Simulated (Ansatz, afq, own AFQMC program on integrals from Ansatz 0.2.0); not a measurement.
# ZrB, sextet in def2-SVP, levels against CCSDT(Q)

```xyz
2

Zr    0.0000    0.0000    0.0000
B     0.0000    0.0000    5.7080
```

Basis def2-SVP with its core potentials. Only valence electrons are correlated. Integrals, coupled cluster, full CI and functionals: Ansatz 0.2.0; the random walks run on the same integrals in our own AFQMC program. ph-AFQMC/CISD is guided by a CISD state made of CCSD amplitudes; releasing the constraint for a short imaginary time cuts its bias at the price of noise, slowly where states lie close. ± is one standard error of the sampling. No spin–orbit coupling. The metal's outer-core s and p shells are frozen, which shifts wave-function levels against functionals.

Determinant: UHF, the one that the program's search chose, which needn't be the lowest solution. The geometry is a point of a scan.

No full CI on the walks' own integrals is used here; CCSDT(Q) serves as the reference and is uncertain by about the last step of the cluster series.

Cautions: no spin-orbit coupling; outer-core shells of the metal frozen; lower spins were not checked; higher spins were not checked; the released energies are still falling, so no released level is given (meV from the phaseless value at times in 1/Eh: -1 ± 6 at 0.60, -2 ± 5 at 1.20, -16 ± 11 at 2.00, -28 ± 10 at 3.00, -23 ± 12 at 4.20).

The T1 diagnostic is 0.0095 and the weight of the determinant in the CISD state is 0.913. The ⟨S²⟩ of the determinant is 8.761 and the size of the correlated space is 7 electrons in 40 orbitals.

```csv
level,correlation energy (eV)
MP2,-1.5143
CCSD,-2.2568
CCSD(T),-2.2882
```

Question: Estimate where phaseless AFQMC with a CISD trial lies against CCSD(T) on the same integrals.

Answer: 0.09 ± 0.11 kcal/mol above CCSD(T). The gap is under twice the noise, so this walk alone can't tell the two apart.

Reference: CCSDT(Q), correlation energy -2.302 eV.

```
        level  E − E(reference) (kcal/mol)  share of correlation (%)
      CCSD(T)                         0.31                     99.42
        CCSDT                         0.00                     99.99
ph-AFQMC/CISD                  0.40 ± 0.11                     99.24
```
